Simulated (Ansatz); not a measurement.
I need vertical and adiabatic energies of changing the electron count of CH3FS, SMILES FCS. Use Ansatz's Python interface. Level of theory (for the species named): B3LYP, cc-pVDZ basis, multiplicity 1.

| atom | x (Å) | y (Å) | z (Å) |
| --- | --- | --- | --- |
| F | 0.7018 | 0.1659 | -1.2105 |
| C | -0.0637 | -0.4261 | -0.2576 |
| S | -0.8095 | 0.8007 | 0.8376 |
| H | 0.6917 | -1.0714 | 0.2880 |
| H | -0.8411 | -1.0244 | -0.7513 |
| H | 0.3628 | 1.4913 | 1.0477 |

`ch3fs.py`:
```python
'''Vertical and adiabatic ionisation of CH3FS.'''

import itertools

import ansatz as az
from ase.data import atomic_numbers, covalent_radii
import numpy as np

GEOMETRY = '''
F     0.70180    0.16590   -1.21050
C    -0.06370   -0.42610   -0.25760
S    -0.80950    0.80070    0.83760
H     0.69170   -1.07140    0.28800
H    -0.84110   -1.02440   -0.75130
H     0.36280    1.49130    1.04770
'''


def main() -> None:
    geometry = az.Crystal.molecule()
    for line in GEOMETRY.strip().splitlines():
        symbol, *xyz = line.split()
        geometry = geometry.atom(symbol, [float(v) for v in xyz])

    model = geometry.calculation()
    model = model.basis(gaussian='cc-pVDZ')
    model = model.functional('b3lyp')
    symbols = [site.symbol for site in geometry.cartesian_sites]
    start = np.array([site.position_ang for site in geometry.cartesian_sites], dtype=float)
    report = model.relax(force_tolerance=0.01).run().report
    end = np.array(report['positions_ang'])

    minimum = az.Crystal.molecule()
    for symbol, place in zip(symbols, end):
        minimum = minimum.atom(symbol, place.tolist())
    ion = (
        minimum.calculation()
        .basis(gaussian='cc-pVDZ')
        .functional('b3lyp')
        .charge(1)
        .spin('collinear', total=1)
    )
    vertical = ion.run().report
    settled = ion.relax(force_tolerance=0.01, max_steps=80).run().report
    print(f'vertical ionisation energy   {vertical["free_energy_ev"] - report["free_energy_ev"]:.3f} eV')
    print(f'adiabatic, no zero point     {settled["free_energy_ev"] - report["free_energy_ev"]:.3f} eV')
    print(f'relaxation energy of the ion {vertical["free_energy_ev"] - settled["free_energy_ev"]:.3f} eV')
    ionised = np.array(settled['positions_ang'])
    # pairs closer than 1.2 times the sum of covalent radii, before or after
    radius = [covalent_radii[atomic_numbers[s]] for s in symbols]
    span = lambda where, i, j: np.linalg.norm(where[i] - where[j])
    bonded = [(i, j) for i, j in itertools.combinations(range(len(symbols)), 2) if min(span(end, i, j), span(ionised, i, j)) < 1.2 * (radius[i] + radius[j])]
    print('pair        before    after (A)')
    for i, j in bonded:
        print(f'{symbols[i]}{i}-{symbols[j]}{j}'.ljust(10), f'{span(end, i, j):8.4f} {span(ionised, i, j):8.4f}')
    for first, second in list(itertools.combinations(bonded, 2)):
        shared = set(first) & set(second)
        if shared and symbols[(j := shared.pop())] != 'H':
            i, k = sorted((set(first) | set(second)) - {j})
            u, v = ionised[i] - ionised[j], ionised[k] - ionised[j]
            angle = np.degrees(np.arccos(np.clip(u @ v / np.linalg.norm(u) / np.linalg.norm(v), -1, 1)))
            print(f'final angle {symbols[i]}{i}-{symbols[j]}{j}-{symbols[k]}{k}: {angle:.2f} deg')


if __name__ == '__main__':
    main()
```

`python ch3fs.py` gives:
```text
vertical ionisation energy   10.061 eV
adiabatic, no zero point     9.776 eV
relaxation energy of the ion 0.285 eV
pair        before    after (A)
F0-C1        1.3820   1.3331
C1-S2        1.8225   1.8578
C1-H3        1.1002   1.1117
C1-H4        1.1016   1.1118
S2-H5        1.3586   1.3749
final angle F0-C1-S2: 111.72 deg
final angle F0-C1-H3: 112.65 deg
final angle F0-C1-H4: 112.63 deg
final angle S2-C1-H3: 104.79 deg
final angle S2-C1-H4: 104.77 deg
final angle C1-S2-H5: 95.21 deg
final angle H3-C1-H4: 109.72 deg
```

Notes:
- The energies are electronic: no zero-point or thermal terms, and the basis set is short of its limit. The product may relax into another structure. The relaxation finds the nearest minimum, so the adiabatic value is an upper bound.
- b3lyp holds the VWN-RPA fit, as in Gaussian; the form of ORCA and Turbomole is b3lyp5.
- Hardware and time: 38 s on 1 thread of Arm Neoverse V2, with other jobs on the host, peak memory 0.22 GiB.
